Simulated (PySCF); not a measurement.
Which determinant of SiB⁺ lies lowest?

Unrestricted PBE0; PySCF, no relativity, basis sets Si 6-31G(d,p), B 6-31G(d,p). Outer shells of the fragments: Si+ 3s2 3p1; B 2s2 2p1.

Followed along the bond (rough minima from three points):

```tsv
2Ms+1	unpaired	⟨S²⟩ at the start	R at minimum (Å)	Te (eV)
3	σ ↑, π ↑	2.00	2.11	0.00
3	π ↑↑	2.11	1.92	0.15
1	σ ↓, π ↑	1.02	2.13	0.18
1	π ↑↓	1.00	1.93	0.45
1	none	0.28	1.97	1.24
```

Solutions found at the starting distance of 2.030 Å, counted from the lowest of them; the search is not exhaustive and high or unbound solutions are not listed, so other states can lie among these:

```json
{"2Ms+1": "3", "unpaired": "σ ↑, π ↑", "term": "³Π", "E (eV)": "0.00", "⟨S²⟩": "2.00", "⟨Lz²⟩": "1.00", "μ (D)": "0.75"}
{"2Ms+1": "1", "unpaired": "σ ↓, π ↑", "term": "mixed", "E (eV)": "0.20", "⟨S²⟩": "1.02", "⟨Lz²⟩": "1.00", "μ (D)": "0.80"}
{"2Ms+1": "3", "unpaired": "π ↑↑", "term": "³Σ⁻", "E (eV)": "0.23", "⟨S²⟩": "2.11", "⟨Lz²⟩": "0.00", "μ (D)": "0.89"}
{"2Ms+1": "1", "unpaired": "π ↑↓", "term": "mixed", "E (eV)": "0.50", "⟨S²⟩": "1.00", "⟨Lz²⟩": "2.01", "μ (D)": "0.92"}
{"2Ms+1": "1", "unpaired": "none", "term": "mixed", "E (eV)": "1.23", "⟨S²⟩": "0.28", "⟨Lz²⟩": "2.00", "μ (D)": "0.95"}
{"2Ms+1": "1", "unpaired": "none", "term": "¹Σ⁺", "E (eV)": "1.82", "⟨S²⟩": "0.00", "⟨Lz²⟩": "0.00", "μ (D)": "-1.76"}
```

A term symbol is given only where ⟨S²⟩ and ⟨Lz²⟩ are close to those of a pure state; real π, δ and φ orbitals otherwise mix terms. A positive dipole points towards B; it is taken about the centre of mass and depends on that origin.

Q: Compare the gap between the two lowest followed solutions at the starting distance with the gap between their minima.

A: At PBE0 the second solution (triplet, unpaired electrons π ↑↑) lies +0.23 eV from the first (triplet, unpaired electrons σ ↑, π ↑) at 2.030 Å and +0.15 eV at the minima; the two curves relax by different amounts, since their minima lie near 1.92 and 2.11 Å.
